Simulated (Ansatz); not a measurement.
BH2Cl⁺. Charge 1, multiplicity 2. Geometry PBE0-D4/def2-TZVP, that of the neutral singlet; atoms count from 1.

```xyz
4

B     0.050   -0.107   -0.096
H    -0.177   -1.246    0.163
H     0.645    0.243   -1.066
Cl   -0.517    1.110    1.000
```

Q: Estimate the Mulliken populations from the PBE0/def2-TZVP orbitals of Ansatz.

A: 
| atom | charge (e) | spin (α − β) |
| --- | --- | --- |
| B1 | 0.11 | 0.04 |
| H2 | 0.22 | 0.15 |
| H3 | 0.22 | 0.15 |
| Cl4 | 0.45 | 0.67 |
Mulliken values and Mayer orders depend strongly on the basis.

Q: Where does the spin sit?

A: Summed by element: B 0.04, H 0.29, Cl 0.67, of 1 unpaired in all. Largest on single atoms: Cl4 0.67, H2 0.15, H3 0.15.

Q: And the Mayer bond orders between bonded heavy atoms (over 0.3)?

A: B1–Cl4 1.44 (1.73 Å).
